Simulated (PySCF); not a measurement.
Ligands exchanged one at a time, Al F-CH3. Gas-phase values, no solvent. Strings in code marks are SMILES.

The HOMO from two functionals at the same geometries (B3LYP-D3(BJ)/def2-TZVP), both in PySCF: PBE-D3(BJ)/def2-TZVP and TPSSh-D3(BJ)/def2-TZVP. 

```tsv
species	TPSSh-D3(BJ)/def2-TZVP (eV)
0 of 3 F replaced by CH3 (`[F][Al]([F])[F]`)	-10.56
1 of 3 F replaced by CH3 (`[CH3][Al]([F])[F]`)	-8.54
2 of 3 F replaced by CH3 (`[CH3][Al]([CH3])[F]`)	-7.23
3 of 3 F replaced by CH3 (`[CH3][Al]([CH3])[CH3]`)	-6.87
```

Question: What does PBE-D3(BJ)/def2-TZVP give for each?

Answer: 
- 0 of 3 F replaced by CH3 (`[F][Al]([F])[F]`): -9.62
- 1 of 3 F replaced by CH3 (`[CH3][Al]([F])[F]`): -7.92
- 2 of 3 F replaced by CH3 (`[CH3][Al]([CH3])[F]`): -6.62
- 3 of 3 F replaced by CH3 (`[CH3][Al]([CH3])[CH3]`): -6.25
Over these rows, drawn at random from the members with no instability flagged (it was tested for open shells, ions and some series alone), PBE minus TPSSh-D3(BJ): mean +0.70 eV, from +0.61 eV to +0.94 eV.
